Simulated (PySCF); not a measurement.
H₃NO (singlet). Computed with PBE0/[N def2-TZVP, O def2-TZVP, H def2-TZVP], no relativity, density fitting, PySCF.

Harmonic bands of its minimum:

```tsv
ω (cm⁻¹)	IR (km/mol, summed over degenerate members)	degeneracy
1030	86.4	1
1187	55.3	2
1566	0.9	1
1650	18.2	2
3212	115	1
3216	14.4	2
```

Question: The central atom is N. Infer the point group and assign the bands.

Answer: C3v. The modes span 3a1 + 3e: 1030 a1, 1187 e, 1566 a1, 1650 e, 3212 a1, 3216 e. The computed geometry has N–H 1.034 Å (×3), N–O 1.338 Å; H–N–H 105.2° (×3), H–N–O 113.4° (×3).

This need not be the most stable arrangement of these atoms.
